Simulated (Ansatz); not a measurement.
A cut through the energy surface

NaAlH2S, closed shell, at its PBE0-D4/def2-TZVP minimum:

Na1  (-1.436, -1.335, 1.065)
S2  (0.849, -0.317, 1.567)
Al3  (0.420, 0.414, -0.358)
H4  (-1.039, -0.118, -0.913)
H5  (1.206, 1.356, -1.361)
(Å)

The angle H5–Al3–S2 (133.2° at the minimum) is set to the values below, H5, with anything bonded beyond it, turning rigidly in the plane of the angle. Each method's energies count from its own value at the PBE0-D4 minimum structure. Computed with Ansatz 0.2.0 (basis: def2-TZVPP); correlated methods freeze the cores. The outer core shell of Li, Na, Mg and K is correlated. The def2 sets are not built for correlating such inner shells, so the correlated values are less sure here. B3LYP uses VWN-RPA correlation.

```json
{"angle (°)": "103.2", "CCSD(T) (eV)": "0.485", "PBE-D4 (eV)": "0.432"}
{"angle (°)": "110.7", "CCSD(T) (eV)": "0.273", "PBE-D4 (eV)": "0.241"}
{"angle (°)": "118.2", "CCSD(T) (eV)": "?", "PBE-D4 (eV)": "0.106"}
{"angle (°)": "125.7", "CCSD(T) (eV)": "?", "PBE-D4 (eV)": "0.026"}
{"angle (°)": "133.2", "CCSD(T) (eV)": "0.000", "PBE-D4 (eV)": "0.000"}
{"angle (°)": "140.7", "CCSD(T) (eV)": "0.029", "PBE-D4 (eV)": "0.029"}
{"angle (°)": "148.2", "CCSD(T) (eV)": "?", "PBE-D4 (eV)": "0.116"}
{"angle (°)": "155.7", "CCSD(T) (eV)": "0.279", "PBE-D4 (eV)": "0.263"}
{"angle (°)": "163.2", "CCSD(T) (eV)": "0.509", "PBE-D4 (eV)": "0.474"}
```

Question: Fill in the withheld CCSD(T) values. (An estimate is asked for; the value comes from the calculation.)

Answer: By the calculation: 0.123 eV at 118.2°; 0.032 eV at 125.7°; 0.120 eV at 148.2°. These count from the CCSD(T) energy at the PBE0-D4 minimum.

Minimum and curvature along this coordinate at CCSD(T): A fifth-order fit through the nearest points gives 133.4°, with a curvature of about 1.1 meV/deg².

Largest difference from the CCSD(T) curve over the scan: r2SCAN-D4 0.018; PBE0-D4 0.024; B3LYP-D4 0.016; wB97M-V 0.014 eV. Each curve counts from its own value at the minimum.

The T1 diagnostic stays at or below 0.013.

For scale, one of the runs: CCSD(T)/def2-TZVPP, 144 basis functions, launched by `ansatz run in.yaml --threads 2 --pin off --events-out ev --progress --plain --max-ram 4352MiB`. The run took 25 s on 2 CPU threads of an Arm Neoverse N1 (shared host), with 0.82 GiB of host memory at its peak.
